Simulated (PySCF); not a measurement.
chloromethane (CH₃Cl), SMILES CCl.

The structure is a stationary point at ωB97X-D3(BJ)/def2-TZVP.

Calculation: HF/def2-TZVPD (PySCF).

Symmetry labels are those of the subgroup Cs that the program uses (full group C3v).

Question: List the valence orbital energies around the gap with their symmetry. (The exact figures need the calculation; the answer reports its results.)

Answer: 
```tsv
orbital	symmetry	energy (eV)
HOMO−7	A"	-218.14
HOMO−6	A'	-30.73
HOMO−5	A'	-24.87
HOMO−4	A'	-16.81
HOMO−3	A"	-16.81
HOMO−2	A'	-14.90
HOMO−1	A'	-11.85
HOMO	A"	-11.85
LUMO	A'	1.94
LUMO+1	A'	2.14
LUMO+2	A'	2.57
LUMO+3	A"	2.57
```
